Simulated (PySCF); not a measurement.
**Radiative rates from a computed spectrum**

C5H14N (charge +1).
Atom-mapped SMILES: `[CH3:1][C:2]([CH3:3])([CH3:4])[CH2:5][NH3+:6]` (hydrogens: H7, H8, H9 on C1; H10, H11, H12 on C3; H13, H14, H15 on C4; H16, H17 on C5; H18, H19, H20 on N6)

Computed, not measured: TDDFT wB97X-D/def2-SVPD, vertical, gas phase, core orbitals frozen in the response in PySCF 2.14.0, density-fitted response routines. Isolated species at its GFN2-xTB geometry, gas phase. Torsions of this conformer, `[CH3:1][C:2]([CH3:3])([CH3:4])[CH2:5][NH3+:6]`: C1–C2–C5–N6 -61°.

Computed singlets with f of 0.002 or more:

```
state  ν̃ (cm⁻¹)       f
   S1      70410   0.014
   S2      71130   0.017
   S3      71880   0.020
   S6      81670   0.068
   S7      81790  0.0033
   S8      82340   0.037
```

Q: Give A, τ, |μ| and ∫σ dE for each state.

A: A / s⁻¹ = 0.6670 f (ν̃ / cm⁻¹)² and τ = 1/A in vacuum; |μ| follows from f = (2/3) ΔE |μ|² (atomic units, 1 au = 2.5417 D); ∫σ dE = 109.76 f Mb·eV.

| state | A (s⁻¹) | τ | \|μ\| (D) | ∫σ dE (Mb·eV) |
| --- | --- | --- | --- | --- |
| S1 | 4.6×10⁷ | 22 ns | 0.65 | 1.5 |
| S2 | 5.8×10⁷ | 17 ns | 0.72 | 1.9 |
| S3 | 7.0×10⁷ | 14 ns | 0.78 | 2.2 |
| S6 | 3.0×10⁸ | 3.3 ns | 1.33 | 7.4 |
| S7 | 1.5×10⁷ | 68 ns | 0.29 | 0.36 |
| S8 | 1.7×10⁸ | 5.9 ns | 0.98 | 4.1 |

Leading configurations: S1 H→L (90%); S2 H-1→L (70%); S3 H-2→L (73%); S6 H→L+3 (53%); S7 H→L+2 (66%); S8 H-1→L+3 (43%) (H = HOMO, L = LUMO).

These lifetimes count emission to the ground state at the vertical energy alone; relaxation of the geometry and all other decay channels are left out.

Q: How much energy does a mole of photons resonant with S6 carry?

A: 10.126 eV × 96.485 = 977 kJ/mol (234 kcal/mol).

Q: Suppose S1 emitted 0.3 eV lower with the same transition dipole. How would A change?

A: At fixed |μ|, A goes as the cube of the energy: (8.43/8.73)³ = 0.90, which makes τ about 24 ns.

Q: Which computed singlets stay under f = 0.002?

A: S4 (9.72 eV, f 0.0000) and S5 (9.97 eV, f 0.0011).
